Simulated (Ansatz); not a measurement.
# BSiH2 (H-bridged), doublet: the ladder up to UCCSDT(Q)

Geometry: a PBE0/def2-TZVP stationary point for this spin, not checked as a minimum.

```tsv
atom	x (Å)	y (Å)	z (Å)
Si	0.0000	-0.0053	0.5948
B	0.0000	-0.0779	-1.2479
H	0.0000	1.1505	-0.7602
H	0.0000	-0.1670	-2.4296
```

Basis cc-pVTZ; Ansatz 0.2.0. Only valence electrons are correlated (noble-gas cores frozen), which leaves 9 electrons in 86 orbitals. R marks a restricted (for open shells ROHF) determinant, U an unrestricted one. Active spaces: valence = (9e, 10o) chosen from the atoms' valence shells.

Full CI isn't at hand for all of this; UCCSDT(Q) serves as the reference, and is uncertain by about the last step of the cluster series. The frozen core follows each run's orbitals, which can shift R against U totals by a few meV.

- UHF ⟨S²⟩: 0.765
- T1 diagnostic (RCCSD): 0.0206
- largest doubles amplitude (RCCSD): 0.059
- T1 diagnostic (UCCSD): 0.0211

| level | E − E(RHF) (eV) |
| --- | --- |
| UHF | -0.0863 |
| RMP2 | -5.3143 |
| UMP2 | -5.2891 |
| RCCSD | -6.1396 |
| UCCSD | -6.1429 |
| RCCSD(T) | -6.4290 |
| UCCSD(T) | -6.4282 |

Problem. Estimate how far UCCSDT(Q) in cc-pVTZ lies from RCCSD(T). The table doesn't fix it; the size of (T) and the diagnostics are the guide.

Solution. UCCSDT(Q) in cc-pVTZ lies 1.27 kcal/mol below RCCSD(T), which is 19 % of the (T) step (-6.67 kcal/mol). The diagnostics are small and the rest is a small part of (T), but (T) is large here. The miss exceeds 1 kcal/mol.

The other levels:

```
                   level  E − E(UCCSDT(Q)) (kcal/mol)  share of correlation (%)     wall time
                 BCCD(T)                         1.24                     99.17  4.1 s (H100)
                  RCCSDT                         0.40                     99.73             –
                  UCCSDT                         0.39                     99.74             –
               RCCSDT(Q)                         0.02                     99.99   21 s (H100)
  CASSCF (valence space)                        95.04                     36.43             –
  NEVPT2 (valence space)                        22.57                     84.91   11 s (H100)
  MRCISD (valence space)                         7.30                     95.12             –
MRCISD+Q (valence space)                         0.89                     99.40  4.9 s (H100)
```

The correlation energy at UCCSDT(Q), counted from RHF, is -6.484 eV. That run took 16 s on 2 threads of AMD EPYC 7R13 with a shared H100 80 GB, shared host.

Times hold each run's SCF and search for its determinant on a shared host, so for small cases they say little of a method's own cost.

Natural occupations of CASSCF (valence space) about the gap: 1.981 1.978 1.956 1.931 0.992 0.052 0.039 0.029 0.024 0.018; effectively unpaired electrons, Σ n²(2−n)², 1.05.

Atomization energy (electronic, same basis, no zero-point term; atoms at the same level, unrestricted beside the R rows where the molecule is a closed shell, with restricted open-shell steps beyond CCSDT(Q)) at UCCSDT(Q): 1034.0 kJ/mol. Errors of other levels:

```json
{"level": "RHF", "error (kJ/mol)": "-226.1"}
{"level": "UHF", "error (kJ/mol)": "-239.3"}
{"level": "RMP2", "error (kJ/mol)": "1.7"}
{"level": "UMP2", "error (kJ/mol)": "-0.3"}
{"level": "RCCSD", "error (kJ/mol)": "-19.2"}
{"level": "UCCSD", "error (kJ/mol)": "-19.8"}
{"level": "RCCSD(T)", "error (kJ/mol)": "-1.9"}
{"level": "UCCSD(T)", "error (kJ/mol)": "-2.2"}
{"level": "BCCD(T)", "error (kJ/mol)": "-1.7"}
{"level": "RCCSDT", "error (kJ/mol)": "-1.3"}
{"level": "UCCSDT", "error (kJ/mol)": "-1.5"}
{"level": "RCCSDT(Q)", "error (kJ/mol)": "0.1"}
{"level": "CASSCF (valence space)", "error (kJ/mol)": "-123.2"}
{"level": "NEVPT2 (valence space)", "error (kJ/mol)": "-28.1"}
{"level": "MRCISD (valence space)", "error (kJ/mol)": "-21.6"}
{"level": "MRCISD+Q (valence space)", "error (kJ/mol)": "-7.6"}
```

This basis is far from its limit, so the value isn't to be set against a measured one. Truncated CI isn't size-consistent, which counts against it in atomization.
